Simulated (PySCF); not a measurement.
Magnetisability: `InChI=1S/C3H6OP2/c4-3-6-2-1-5/h1-2,5H2`

Cartesian coordinates in Å; atom numbers follow the order of the lines, from 1:
```xyz
12

O     3.283    0.614    0.519
C     2.404    0.470   -0.228
P     1.264    0.302   -1.400
C     0.202   -0.945   -0.457
C    -0.618   -0.243    0.614
P    -1.177    1.419   -0.026
H    -0.457   -1.379   -1.215
H     0.824   -1.743   -0.049
H    -0.004   -0.058    1.501
H    -1.474   -0.855    0.912
H    -2.267    1.527    0.842
H    -1.979    0.891   -1.040
```

Method: GIAO B97-2/pcSseg-1 magnetisability, rotational g tensor and spin-rotation constants, non-relativistic, gas phase (PySCF 2.14.0). Geometry: GFN2-xTB.

(1) How diamagnetic is it, and how anisotropic?

(2) Split it along the inertial axes a, b, c into diamagnetic and paramagnetic parts about the centre of mass, with the quadrupole moment.

(3) And the rotational g tensor?

## Answers

(1) Isotropic -1237 × 10⁻³⁰ J/T², or -74.5 × 10⁻⁶ cm³/mol; principal values -1300, -1220, -1192 × 10⁻³⁰ J/T², anisotropy 98 × 10⁻³⁰ J/T² (root of half the summed squared differences of the principal values). The susceptibility is in cgs units.

(2) 
| axis | χ (10⁻⁶ cm³/mol) | diamagnetic (10⁻⁶ cm³/mol) | paramagnetic (10⁻⁶ cm³/mol) | summed x² of all electrons (Å²) | quadrupole Θ (D Å) |
| --- | --- | --- | --- | --- | --- |
| a | -77.7 | -410.7 | 333.1 | 175.6 | -1.41 |
| b | -73.7 | -936.2 | 862.4 | 51.7 | +0.28 |
| c | -72.1 | -964.3 | 892.2 | 45.1 | +1.13 |

Anisotropies 2χaa − χbb − χcc = -9.5 and 2χbb − χaa − χcc = +2.3 × 10⁻⁶ cm³/mol. Θ is traceless in Buckingham's convention.

(3) 
```csv
axis,rotational constant (GHz),g,nuclear part,electronic part
a,3.7829,-0.0249,0.5670,-0.5919
b,1.3613,-0.0121,0.5395,-0.5516
c,1.3081,-0.0129,0.5354,-0.5483
```
Asymmetric top; isotopes 12C, 1H, 16O, 31P; no vibrational averaging.
